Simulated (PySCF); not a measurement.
Computed with PySCF with PBE-D3(BJ)/def2-TZVP // B3LYP-D3(BJ)/def2-TZVP. Isolated molecules, 0 K electronic values unless said otherwise. Excitations are Tamm–Dancoff values on a coarser integration grid. The basis has no diffuse functions, so Rydberg states are missing or too high.

Reference species (SMILES): `C#C` (neutral, multiplicity 1).

```
Quantity                  Result
----------------------  --------
HOMO                    -7.17 eV
S1 excitation (TDA)      6.99 eV
S1 oscillator strength     0.000
```

After one change: the HOMO goes up by 1.14 eV; the S1 excitation (TDA) falls by 0.96 eV; the S1 oscillator strength is nearly the same.

**Question.** What was changed between the two runs? The new species is one of these.
A. `C#C[SiH3]`
B. `C#CC(=O)O`
C. `C#C[S@@](C)=O`
D. `C#CC1CC1`

**Answer.** D, `C#CC1CC1`
